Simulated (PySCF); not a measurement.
## Mayer bond orders and bond lengths

Compound: C₃H₂FO₂ (charge -1).
Numbering: `[CH2:1]=[C:2]([F:3])[C:4](=[O:5])[O-:6]` (hydrogens: H7, H8 on C1)

Cartesian coordinates in Å at the PBE0-D3(BJ)/def2-SVP level; atoms count from 1:
```
atom  x, y, z in Å
C1    -1.2441   -0.0041   -0.2464
C2     0.0166    0.4298   -0.1727
F3     0.3118    1.6644   -0.6156
C4     1.2096   -0.3829    0.3913
O5     2.3019    0.2040    0.3668
O6     0.8956   -1.5191    0.7891
H7    -1.4352   -1.0108    0.1245
H8    -2.0484    0.6136   -0.6569
```

Bond orders from the PBE0/pcSseg-1 density (PySCF). The structure is a single PBE0-D3(BJ)/def2-SVP conformer in the gas phase; no vibrational or solvent corrections. The pcSseg-1 basis has no diffuse functions, a weakness for an anion.

Question: How far do the computed orders between heavy atoms stray from the drawn ones?

Answer: The largest departure is 0.741, at C4–O6 (drawn single, 1.741). Drawn single, order above 1.12: C4–O6 (1.741). Drawn single, order below 0.88: C2–C4 (0.839). The SMILES, with its formal charges, is one Lewis structure only.

Question: Set the Mayer orders of the bonds beside their lengths.

Answer: 
| bond | drawn as | length (Å) | Mayer order |
| --- | --- | --- | --- |
| C1–C2 | double | 1.335 | 1.859 |
| C2–F3 | single | 1.344 | 0.935 |
| C2–C4 | single | 1.550 | 0.839 |
| C4–O5 | double | 1.240 | 1.752 |
| C4–O6 | single | 1.244 | 1.741 |
| C1–H7 | single | 1.090 | 0.935 |
| C1–H8 | single | 1.094 | 0.942 |

Bonds between the same two heavy elements. C–C: lowest C2–C4 (0.839, 1.550 Å), highest C1–C2 (1.859, 1.335 Å). C–O: all 2 within 0.02 of one another (1.741 to 1.752).

Question: Sum the orders of all bonds at each heavy atom with more than one neighbour and set the sums beside the valence in the SMILES.

Answer: C1 3.736 (drawn 4), C2 3.633 (drawn 4), C4 4.332 (drawn 4). Orders between atoms that aren't bonded are not in these sums.

The Mayer order sums products of elements of PS (density times overlap matrix) between the two atoms' basis functions, so it depends on the basis set.

These values come from a run that also computed NMR shieldings. Hardware: one thread, Arm Neoverse V1, no GPU, shared host. Cost: 6.4 s of wall time.
